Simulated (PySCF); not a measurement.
# Phosphorus: a sound run and one with changed settings

Sound run: P [Ne] 3s2 3p3, P⁺ [Ne] 3s2 3p2. All numbers are calculated (PySCF 2.14, the non-relativistic Hamiltonian (point nucleus), in aug-cc-pV(D+d)Z). The sound run starts from symmetry-adapted Hartree-Fock orbitals and uses a fine grid where one is needed.

Changed run: 6 angular points. This setting is unsound on purpose.

| species | method | sound run (hartree) | changed run (hartree) | converged |
| --- | --- | --- | --- | --- |
| P | UHF | -340.70996 | -340.70996 | yes |
| P | PBE0 | -341.13375 | -341.13375 | yes |
| P | PBE | -341.10049 | -341.10049 | yes |
| P⁺ | UHF | -340.34482 | -340.34482 | yes |
| P⁺ | PBE0 | -340.74613 | -340.77367 | yes |
| P⁺ | PBE | -340.71443 | -340.77200 | yes |

Ionisation energy of P:

| method | sound run (eV) | changed run (eV) |
| --- | --- | --- |
| UHF | 9.936 | 9.936 |
| PBE0 | 10.548 | 9.798 |

A coarse angular grid integrates products of high-l functions wrongly, so density functionals can shift, and the SCF can exploit the error; Hartree-Fock and MP2 need no grid.

For comparison, NIST gives 10.487 eV between the lowest levels.
